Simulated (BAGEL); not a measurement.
# One shape, several levels: SO (sulfur oxide)

We compute a comparison of 4 runs (UHF/STO-3G, UHF/3-21G, UHF/def2-SVP, CASSCF(12,8)/def2-SVPD) of SO (sulfur oxide). 

Program for the calculation: BAGEL 1.2.2.

1 further run of the same task is left out (set aside as unsound or not needed).

## 1. The structure to begin with

The species is SO (2 atoms), meant as a triplet with charge 0. As SMILES, `O=S`. The bond length is the measured one.

Bond lengths: O1–S2 1.481 Å.

## 2. A single-point energy at UHF/STO-3G (density fitting with qzvpp-jkfit) (run 1)

calc.json

```json
{ "bagel" : [

{
  "title" : "molecule",
  "basis" : "sto-3g",
  "df_basis" : "qzvpp-jkfit",
  "angstrom" : true,
  "geometry" : [
    { "atom" : "O", "xyz" : [       0.000000,       0.000000,       0.000000 ] },
    { "atom" : "S", "xyz" : [       0.000000,       0.000000,       1.481087 ] }
  ]
},

{ "title" : "uhf", "nopen" : 2 },

{ "title" : "print", "file" : "orbitals.molden", "orbitals" : true }

]}
```

Started as:

```console
$ BAGEL_NUM_THREADS=1 BAGEL calc.json > calc.out
```

Log:

```text
* using 1 threads per process

  ===============================================================
  ===============================================================

  *** Geometry ***

  { "atom" : "O", "xyz" : [      0.000000,      0.000000,      0.000000 ] },
  { "atom" : "S", "xyz" : [      0.000000,      0.000000,      2.798849 ] },

  Number of auxiliary basis functions:      205

  Since a DF basis is specified, we compute 2- and 3-index integrals:
    o Being stored without compression. Storage requirement is 0.000 GB

  Number of basis functions:       14
  Number of electrons      :       24

    * METHOD: MOLECULE                             0.05

  *** Open-shell HF ***

  === Nuclear Repulsion ===
    45.7330885800

      * DIIS with orbital gradients will be used.

  === UHF iteration (sto-3g) ===
      0       -466.90523073          0.04283698           0.00
      1       -466.93724276          0.03266035           0.00
      2       -466.94810296          0.01614008           0.00
      3       -466.95416156          0.00468009           0.00
      4       -466.95569640          0.00117274           0.00
      5       -466.95588402          0.00003139           0.00
      6       -466.95588708          0.00001201           0.00
      7       -466.95588802          0.00000365           0.00
      8       -466.95588822          0.00000148           0.00
      9       -466.95588825          0.00000062           0.01
     10       -466.95588825          0.00000044           0.00
     11       -466.95588825          0.00000016           0.01
     12       -466.95588825          0.00000001           0.00
     13       -466.95588825          0.00000000           0.00
    * SCF iteration converged.

    * S^2 (UHF) is 2.0045

    * Permanent dipole moment:
           (   -0.000000,    -0.000000,    -0.240073) a.u.

    * METHOD: UHF                                  0.10

    * METHOD: PRINT                                0.00

  ===============================================================
```

Run time: 0.44 s. Hardware: 1 thread of Intel Xeon Platinum 8488C (Sapphire Rapids), shared host; peak memory 0.079 GiB.

## 3. The energy at UHF/3-21G (density fitting with qzvpp-jkfit) (run 2)

job.json

```json
{ "bagel": [

{
  "title": "molecule",
  "basis": "3-21g",
  "df_basis": "qzvpp-jkfit",
  "geometry": [
    { "atom": "O", "xyz": [  0.00000000,  0.00000000,  0.00000000 ] },
    { "atom": "S", "xyz": [  0.00000000,  0.00000000,  2.79884880 ] }
  ]
},
{
  "title": "uhf",
  "nopen": 2
},
{
  "title": "print",
  "file": "orbitals.molden",
  "orbitals": true
}

]}
```

Started as:

```console
$ BAGEL_NUM_THREADS=1 BAGEL job.json > job.out
```

Log:

```text
* using 1 threads per process

  ===============================================================
  ===============================================================

  *** Geometry ***

  { "atom" : "O", "xyz" : [      0.000000,      0.000000,      0.000000 ] },
  { "atom" : "S", "xyz" : [      0.000000,      0.000000,      2.798849 ] },

  Number of auxiliary basis functions:      205

  Since a DF basis is specified, we compute 2- and 3-index integrals:
    o Being stored without compression. Storage requirement is 0.001 GB

  Number of basis functions:       22
  Number of electrons      :       24

    * METHOD: MOLECULE                             0.06

  *** Open-shell HF ***

  === Nuclear Repulsion ===
    45.7330885470

      * DIIS with orbital gradients will be used.

  === UHF iteration (3-21g) ===
      0       -469.83157461          0.07999011           0.01
      1       -469.86687481          0.07702748           0.01
      2       -469.88578953          0.06672009           0.01
      3       -469.93678955          0.00382762           0.01
      4       -469.93804620          0.00328842           0.01
      5       -469.93911726          0.00103867           0.01
      6       -469.93924473          0.00027676           0.01
      7       -469.93925495          0.00004476           0.01
      8       -469.93925564          0.00000709           0.01
      9       -469.93925568          0.00000266           0.01
     10       -469.93925569          0.00000128           0.01
     11       -469.93925570          0.00000035           0.01
     12       -469.93925570          0.00000017           0.01
     13       -469.93925570          0.00000004           0.00
     14       -469.93925570          0.00000002           0.01
     15       -469.93925570          0.00000000           0.00
    * SCF iteration converged.

    * S^2 (UHF) is 2.0177

    * Permanent dipole moment:
           (    0.000000,     0.000000,    -0.548332) a.u.

    * METHOD: UHF                                  0.15

    * METHOD: PRINT                                0.00

  ===============================================================
```

Run time: 0.48 s. Hardware: 1 thread of Intel Xeon Platinum 8488C (Sapphire Rapids), shared host; peak memory 0.079 GiB.

Run 3 isn't shown in full; the table further down has it.

## 4. Energy and forces at CASSCF(12,8)/def2-SVPD (density fitting with AutoAux) (run 4)

calc.json

```json
{ "bagel" : [

{
  "title" : "molecule",
  "basis" : "def2-svpd.json",
  "df_basis" : "def2-svpd-autoaux.json",
  "angstrom" : "false",
  "finite_nucleus" : "true",
  "geometry" : [
    { "atom" : "O", "xyz" : [  0.00000000,  0.00000000,  0.00000000 ] },
    { "atom" : "S", "xyz" : [  0.00000000,  0.00000000,  2.79884880 ] }
  ]
},
{
  "title" : "hf"
},
{
  "title" : "force",
  "method" : [
    {
      "title" : "casscf",
      "nstate" : 1,
      "nact" : 8,
      "nclosed" : 6,
      "nspin" : 2,
      "maxiter" : 200,
      "natocc" : "true",
      "maxiter_micro" : 20
    }
  ]
}

]}
```

The basis set def2-SVPD is read from a file made from the Basis Set Exchange's data (not shown).

Started as:

```console
$ BAGEL_NUM_THREADS=1 BAGEL calc.json > calc.out
```

Log:

```text
* using 1 threads per process

  ===============================================================
  ===============================================================

  *** Geometry ***

  { "atom" : "O", "xyz" : [      0.000000,      0.000000,      0.000000 ] },
  { "atom" : "S", "xyz" : [      0.000000,      0.000000,      2.798849 ] },

  Number of auxiliary basis functions:      334

  Since a DF basis is specified, we compute 2- and 3-index integrals:
    o Being stored without compression. Storage requirement is 0.007 GB

  Number of basis functions:       50
  Number of electrons      :       24

    * METHOD: MOLECULE                             0.09

  *** RHF ***

  === Nuclear Repulsion ===
    45.7330885470

      * DIIS with orbital gradients will be used.

  === RHF iteration (def2-svpd.json) ===
      0       -471.91838107          0.03382443           0.02
      1       -471.89478773          0.03903381           0.02
      2       -472.10068078          0.00219824           0.02
      3       -472.10212999          0.00062620           0.01
      4       -472.10231849          0.00029644           0.02
      5       -472.10238873          0.00009086           0.02
[... 4 lines of this table left out ...]
     10       -472.10239401          0.00000003           0.02
     11       -472.10239401          0.00000001           0.02
    * SCF iteration converged.

    * Permanent dipole moment:
           (    0.000000,     0.000000,    -0.718860) a.u.

    * METHOD: HF                                   0.30

  The gradients will be computed analytically.
  ---------------------------
      CASSCF calculation
  ---------------------------

    * nstate   :      1
    * nclosed  :      6
    * nact     :      8
    * nvirt    :     36
  === CASSCF iteration (def2-svpd.json) ===

    * Using the second-order algorithm

      0  0      -472.14265669     1.34e-02      0.04

      1  0      -472.18106428     4.21e-03      0.17

      2  0      -472.21371672     2.64e-03      0.13

[... 25 lines of this table left out ...]

     16  0      -472.21665408     9.21e-09      0.11

    * Second-order optimization converged. *

     guess   0:   closed 11111...             open .....11.

  === FCI iteration ===

      0  0      -472.14808220     1.56e-02      0.00
      1  0      -472.21063347     5.07e-03      0.00
      2  0      -472.21591218     1.66e-03      0.00
      3  0      -472.21661008     3.99e-04      0.00
      4  0      -472.21665164     9.14e-05      0.00
      5  0      -472.21665397     1.92e-05      0.00
[... 7 lines of this table left out ...]
     13  0      -472.21665408     2.15e-10      0.00
     14  0 *    -472.21665408     3.92e-11      0.00

     * ci vector, state   0, <S^2> = 2.0000
       22222aa.     0.9742414304
       22aa222.     0.1419833696
       222ab2aa    -0.0759311138
       22a2ba2a     0.0759311138
       2222.aa2    -0.0745598242
       222aa2ab     0.0676847244
       22a2aa2b    -0.0676847244

  * Nuclear energy gradient

    o Atom   0
        x         -0.0000000000
        y          0.0000000000
        z          0.0512307086
    o Atom   1
        x          0.0000000000
        y         -0.0000000000
        z         -0.0512307086
  * Gradient computed with                              0.48

    * METHOD: FORCE                                2.79

  ===============================================================
```

Wall time 3.6 s (1 thread of Intel Xeon Platinum 8488C (Sapphire Rapids), shared host); peak memory 0.079 GiB.

## 5. All runs side by side

| run | level | integral approximation | nucleus | energy (Eh) | dipole moment (D) | ⟨S²⟩ | wall time |
| --- | --- | --- | --- | --- | --- | --- | --- |
| 1 | UHF/STO-3G (density fitting with qzvpp-jkfit) | qzvpp-jkfit | point | -466.955888 | 0.61 | 2.005 | 0.44 s |
| 2 | UHF/3-21G (density fitting with qzvpp-jkfit) | qzvpp-jkfit | point | -469.939256 | 1.39 | 2.018 | 0.48 s |
| 3 | UHF/def2-SVP (density fitting with qzvpp-jkfit) | qzvpp-jkfit | point | -472.154366 | 2.05 | 2.036 | 0.58 s |
| 4 | CASSCF(12,8)/def2-SVPD (density fitting with AutoAux) | AutoAux | finite | -472.216654 | – | – | 3.6 s |

## 6. Results

| quantity | value |
| --- | --- |
| run 4: total energy | -472.21665 Eh |
| run 4: largest force on an atom | 2.634 eV/Å |

In words: Over runs 1, 2, 3 the dipole moment (its size) runs from 0.61 D (UHF/STO-3G) to 2.05 D (UHF/def2-SVP). In run 1 the basis is minimal, so the values are rough. All runs together took 5.1 s, the longest 3.6 s.
